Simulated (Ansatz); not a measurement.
# CH5OSi (SMILES [CH2][SiH2]O): UCCSD/def2-SVPD

What is the vertical doublet–quartet gap of CH5OSi at UCCSD/def2-SVPD? 

The results are computed with Ansatz 0.2.0.

54 further runs of the same task are left out: 54 set aside as unsound or not needed.

## Step 1: Starting point

CH5OSi: 8 atoms, total charge 0, spin state doublet. SMILES: `[CH2][SiH2]O`. Geometry: relaxed at PBE0-D4/def2-TZVP. This is one conformer, not always the lowest.

Bond lengths: C1–Si2 1.840 Å, Si2–O3 1.650 Å, C1–H4 1.086 Å, C1–H5 1.087 Å, Si2–H6 1.485 Å, Si2–H7 1.490 Å, O3–H8 0.958 Å. Angles: C1–Si2–O3 112.2°, C1–Si2–H6 111.4°, C1–Si2–H7 108.0°, O3–Si2–H6 104.2°, O3–Si2–H7 111.6°, Si2–C1–H4 122.8°, Si2–C1–H5 122.5°, Si2–O3–H8 117.1°, H6–Si2–H7 109.4°, H4–C1–H5 114.6°.

## Step 2: A single-point energy at UCCSD/def2-SVPD

input.yaml reads:

```yaml
crystal:
  periodic: [false, false, false]
  atoms:
    - {symbol: C, position_ang: [-0.861500, 0.517800, -0.791400]}
    - {symbol: Si, position_ang: [0.654000, -0.005200, 0.111100]}
    - {symbol: O, position_ang: [0.302800, -0.724400, 1.554400]}
    - {symbol: H, position_ang: [-0.970800, 0.416800, -1.867000]}
    - {symbol: H, position_ang: [-1.703100, 0.991500, -0.293300]}
    - {symbol: H, position_ang: [1.495600, 1.161100, 0.480600]}
    - {symbol: H, position_ang: [1.431000, -0.912300, -0.779800]}
    - {symbol: H, position_ang: [-0.255800, -1.502300, 1.529400]}
basis:
  gaussian:
    orbitals: def2-SVPD
accuracy: high
scf:
  omitted_lower_state_checks: [cluster_reference, increment]
correlation:
  method: ccsd
  frozen_orbitals: {C: 1, H: 0, O: 1, Si: 5}
magnetization:
  spin_polarized: true
  initial_magnetization: 1
```

On the command line:

```bash
$ ansatz run input.yaml --threads 1 --pin off --max-ram 3480MiB --events-out events.jsonl --progress --plain --runs-dir runs
```

The log of the run, cut to the lines that bear on the results:

```text
Warning: RAYON_NUM_THREADS=1 ignored (pool sized by the plan → 1); use --threads N
Functional definition: HF
  name "HF"
[...]
2123 factors; integrals over basis functions are off by at most 3.5e-9 eV
[...]
mean field -11004.46207080 eV, -404.4065220098 hartree, gradient 3.1e-8 eV, S^2 0.760286; 0 other end points of the search recorded, 0 dependent functions left out
7 core orbitals not correlated: weight in the atoms' cores, before any rotation towards them, 1.000 or more for the frozen orbitals, at most 0.000 for the correlated occupied ones
reference -11004.46207080 eV, -404.4065220098 hartree; 10, 9 occupied and 90, 91 virtual orbitals, 2123 factors
second order -11.51904541 eV of doubles, -0.00000000 eV of singles
cycle   1  -12.17771043 eV  change   -6.6e-1 eV  update   8.3e-2
[...]
cycle  26  -12.60039285 eV  change  -5.1e-11 eV  update   1.5e-9
Total energy: -11017.06246366 eV, -404.8695779062 hartree
Checks for a lower state left out: cluster_reference, increment
```

Wall time 70 s (1 thread of AMD EPYC 7R43 (Zen 3), shared host); peak memory 1.8 GiB.

## Step 3: The quartet, same level

molecule.yaml reads:

```yaml
basis:
  gaussian:
    orbitals: def2-SVPD
crystal:
  periodic: [false, false, false]
  atoms:
    - {symbol: C, position_ang: [-0.861500, 0.517800, -0.791400]}
    - {symbol: Si, position_ang: [0.654000, -0.005200, 0.111100]}
    - {symbol: O, position_ang: [0.302800, -0.724400, 1.554400]}
    - {symbol: H, position_ang: [-0.970800, 0.416800, -1.867000]}
    - {symbol: H, position_ang: [-1.703100, 0.991500, -0.293300]}
    - {symbol: H, position_ang: [1.495600, 1.161100, 0.480600]}
    - {symbol: H, position_ang: [1.431000, -0.912300, -0.779800]}
    - {symbol: H, position_ang: [-0.255800, -1.502300, 1.529400]}
correlation:
  method: ccsd
  frozen_orbitals: {C: 1, H: 0, O: 1, Si: 5}
accuracy: high
scf:
  omitted_lower_state_checks: [cluster_reference, increment]
magnetization:
  spin_polarized: true
  initial_magnetization: 3
```

On the command line:

```bash
$ ansatz run molecule.yaml --threads 1 --pin off --max-ram 3480MiB --events-out events.jsonl --progress --plain --runs-dir runs
```

The log of the run, cut to the lines that bear on the results:

```text
Warning: RAYON_NUM_THREADS=1 ignored (pool sized by the plan → 1); use --threads N
Functional definition: HF
  name "HF"
[...]
2123 factors; integrals over basis functions are off by at most 3.5e-9 eV
[...]
mean field -10997.49684326 eV, -404.1505546186 hartree, gradient 5.2e-8 eV, S^2 3.771394; 7 other end points of the search recorded, 0 dependent functions left out
7 core orbitals not correlated: weight in the atoms' cores, before any rotation towards them, 1.000 or more for the frozen orbitals, at most 0.000 for the correlated occupied ones
reference -10997.49684326 eV, -404.1505546186 hartree; 11, 8 occupied and 89, 92 virtual orbitals, 2123 factors
second order -10.30356074 eV of doubles, -0.00000000 eV of singles
cycle   1  -11.26276106 eV  change   -9.6e-1 eV  update   9.8e-2
[...]
cycle  45  -11.88626348 eV  change   9.5e-10 eV  update  5.2e-10
Total energy: -11009.38310674 eV, -404.5873667449 hartree
Checks for a lower state left out: cluster_reference, increment
```

Run time: 2.1 min. Hardware: 1 thread of AMD EPYC 7R43 (Zen 3), shared host; peak memory 1.8 GiB.

## Step 4: Results

Level: UCCSD/def2-SVPD, 7 core orbitals frozen.

| quantity | value |
| --- | --- |
| doublet: total energy | -404.86958 Eh |
| doublet: correlation energy (7 core orbitals frozen) | -463.1 mEh |
| doublet: ⟨S²⟩ of the reference determinant | 0.760 |
| doublet: T1 diagnostic | 0.013 |
| quartet: total energy | -404.58737 Eh |
| quartet: correlation energy (7 core orbitals frozen) | -436.8 mEh |
| quartet: ⟨S²⟩ of the reference determinant | 3.771 |
| quartet: T1 diagnostic | 0.053 |
| vertical energy of the quartet above the doublet | 7.679 eV |

**Reading.** At this shape the quartet lies 7.68 eV (177 kcal/mol) above the doublet. The T1 diagnostic (quartet) of 0.053 is above the customary mark for such species, so a single reference may not serve.
